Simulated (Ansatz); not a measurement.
C₃H₆FNO (`CC(N)(F)C=O`), relaxed with RKS PBE-D4/def2-SVP in Ansatz 0.2.0 from a rough embedded geometry. The force threshold is 0.03 eV/Å; the program also tests the step.

Total charge 0; spin multiplicity 1.

Start:

```xyz
12

C    -0.240    0.542    1.210
C     0.242   -0.191   -0.041
N    -0.755   -1.134   -0.445
F     1.261   -0.955    0.297
C     0.506    0.765   -1.194
O     1.508    0.730   -1.935
H    -0.418   -0.086    2.025
H     0.521    1.294    1.473
H    -1.120    1.138    0.942
H    -0.866   -1.840    0.309
H    -0.337   -1.726   -1.209
H    -0.303    1.464   -1.433
```

| step | energy (eV) | largest force (eV/Å) | largest move (Å) |
| --- | --- | --- | --- |
| 1 | -9444.2642 | 3.163 | 0.000 |
| 2 | -9444.7736 | 1.923 | 0.135 |
| 3 | -9444.8078 | 1.469 | 0.173 |
| 4 | -9444.8756 | 0.610 | 0.055 |
| 5 | -9444.8852 | 0.610 | 0.118 |
| 6 (rejected) | -9444.8832 | 0.282 | 0.089 |
| 7 | -9444.8952 | 0.150 | 0.045 |
| 8 | -9444.8959 | 0.081 | 0.032 |
| 9 | -9444.8968 | 0.011 | 0.012 |

End:

```xyz
12

C    -0.227    0.566    1.187
C     0.252   -0.216   -0.032
N    -0.726   -1.153   -0.466
F     1.482   -0.818    0.303
C     0.510    0.727   -1.229
O     1.513    0.709   -1.903
H    -0.443   -0.138    2.015
H     0.560    1.266    1.527
H    -1.149    1.135    0.956
H    -1.049   -1.754    0.301
H    -0.362   -1.746   -1.220
H    -0.360    1.422   -1.439
```

Run time 13 s (4 threads of an Arm Neoverse V2 on a shared host); peak host memory 0.16 GiB.
